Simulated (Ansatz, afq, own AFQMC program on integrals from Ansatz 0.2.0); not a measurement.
Integrals from Ansatz 0.2.0, then the random walk in our own AFQMC program (afq).

```yaml
crystal:
  periodic: [false, false, false]
  atoms:
    - {symbol: B, position_ang: [0.000000, 0.000000, -3.624267]}
    - {symbol: C, position_ang: [0.000000, 0.000000, 1.227733]}
    - {symbol: N, position_ang: [0.000000, 0.000000, 2.396533]}
basis:
  gaussian: {orbitals: cc-pVDZ}
magnetization: {spin_polarized: false, initial_magnetization: 2}
correlation: {method: ccsd_t, electrons: outside_noble_gas, hamiltonian_folder: ham}
```

```sh
$ ansatz run in.yaml --threads 1 --pin off --events-out ev --progress --plain --max-ram 1382MiB
```

afq runs on the folder ham with

```
--method phaseless --trial hf --walkers 120 --populations 1 --least-time 40 --time-step 0.005 --steps-per-block 20 --equilibration-blocks 160 --max-blocks 600 --target-error 0.00252 --factor-cut 1e-05 --start spin_pure --seed 8777 --taylor-order 6
```

Times are imaginary, in 1/Eh. The walk had a cap of 1581 s.

Output of the walk:

```
orbitals 39  electrons 7 5  factors 259 of 404
reference energy -116.72381153 Eh
CCSD correlation -0.34172161 Eh in 16 cycles, weight of the determinant in the CISD state 0.7894
energy of the start -116.723812 Eh
 block  time / (1/Eh)  mean weight  energy / Eh
     1     0.100  1.0003  -116.800394
     2     0.200  1.0018  -116.850054
     3     0.300  1.0010  -116.891583
     4     0.400  1.0032  -116.917829
     5     0.500  1.0023  -116.952177
     8     0.800  1.0004  -116.974918
    20     2.000  1.0027  -117.048494
    77     7.700  1.0022  -117.098256
   134    13.400  0.9983  -117.055409
   191    19.100  1.0020  -117.079502
   248    24.800  1.0013  -117.104066
   267    26.700  0.9992  -117.006052
   305    30.500  1.0009  -117.116085
   362    36.200  0.9985  -117.048816
   381    38.100  1.0021  -117.145460
   419    41.900  0.9980  -117.061800
   476    47.600  0.9996  -117.062536
   533    53.300  1.0010  -117.066781
   590    59.000  0.9998  -117.087091
   647    64.700  0.9968  -117.010820
   704    70.400  0.9986  -117.039081
   742    74.200  0.9987  -117.011752
blocks merged  error / Eh  count
     1  0.001297  600
     2  0.001692  300
     4  0.002132  150
     8  0.002654  75
    16  0.003177  37
    32  0.003832  18
    64  0.003634  9
energy -117.071532 +/- 0.003832 Eh
(rows thinned)
```

The run passed its tests (sampling time, drift between the halves within three errors, error under three times the target), which doesn't prove that it has relaxed.

Against this walk (error 104.3 meV) on the same determinant: CCSD(T) 234.5 meV lower, CCSDT(Q) 315.0 meV lower, a separate phaseless walk with a CISD trial and standard settings 200.0 ± 109.8 meV lower (within the noise). The error is statistical and leaves out the bias of the constraint. CCSDT(Q) is the surest value here, so the walk's 315 meV above it is most likely the bias of the constraint with this trial, which can have either sign.

Cautions: constraint bias not in the error; error above the target (104.3 against 68.6 meV); lower spins were not checked; higher spins were not checked; a spin-contaminated unrestricted determinant lies lower (UHF 538 meV lower, ⟨S²⟩ 2.39); strong correlation (T1 0.050, weight of the determinant 0.79, largest double 0.13); the bias of populations of 120 walkers isn't removed.

The walk took 3.1 min on 1 thread of Intel(R) Xeon(R) 6975P-C (Granite Rapids), with other jobs on the host. The log's last line is the phaseless energy.

CCSDT and higher add their correlation energy to the determinant of the CCSD(T) run, since their own runs factorise the integrals more tightly (a shift of under 2 meV). A walk keeps the symmetry of its determinant, which the program's search chose and which needn't be the lowest solution, so a lower state of the same spin and another symmetry isn't excluded.
